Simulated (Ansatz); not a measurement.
Ansatz (an electronic-structure program) input (revPBE/def2-TZVPD):

Ansatz 0.2 input:
```yaml
crystal:
  periodic: [false, false, false]
  atoms:
    - {symbol: C, position_ang: [0.01220741, -0.07367186, -1.09843497]}
    - {symbol: Cl, position_ang: [-0.00676974, 0.02757824, 0.64005061]}
    - {symbol: H, position_ang: [-0.00895604, 1.00453448, -1.40635815]}
    - {symbol: H, position_ang: [0.96129142, -0.49472735, -1.43294956]}
    - {symbol: H, position_ang: [-0.91049423, -0.53660614, -1.45094277]}
basis:
  gaussian:
    orbitals: def2-TZVPD
hamiltonian:
  xc: {name: revPBE}
total_charge: 1
magnetization: {spin_polarized: true, initial_magnetization: 1}
output: {forces: true}
```

Output:

```
Functional definition: revPBE
integrals: 0.03 GiB planned
607 factors; their error is unknown
mean field: 0.31 GiB planned
mean field evaluation 1: about -13584.1954 eV, gradient 5.1e1 eV
mean field evaluation 2: about -13558.9145 eV, gradient 7.5e1 eV
mean field evaluation 4: about -13595.7656 eV, gradient 6.1e0 eV
mean field evaluation 8: about -13595.9265 eV, gradient 2.4e-1 eV
mean field evaluation 16: about -13595.9267 eV, gradient 9.4e-6 eV
mean field evaluation 32: about -13595.7088 eV, gradient 7.5e-1 eV
mean field -13595.92667365 eV, -499.6410896066 hartree, gradient 1.8e-6 eV, S^2 0.752638; 4 other end points of the search recorded, 0 dependent functions left out
the calculation of the forces begins
reference -13595.92671510 eV, -499.6410911297 hartree; 13, 12 occupied and 97, 98 virtual orbitals, 607 factors
Total energy: -13595.92671510 eV, -499.6410911297 hartree
Atom 0 at     0.012207    -0.073672    -1.098435 Å, force     0.000081    -0.169704     0.386587 eV/Å
Atom 1 at    -0.006770     0.027578     0.640051 Å, force    -0.000439    -0.000556     0.046922 eV/Å
Atom 2 at    -0.008956     1.004534    -1.406358 Å, force    -0.005449     0.312714    -0.160954 eV/Å
Atom 3 at     0.961291    -0.494727    -1.432950 Å, force     0.332070    -0.063863    -0.133113 eV/Å
Atom 4 at    -0.910494    -0.536606    -1.450943 Å, force    -0.326263    -0.078592    -0.139442 eV/Å
Dipole moment:     0.003226     0.036478    -0.420465 e Å
```
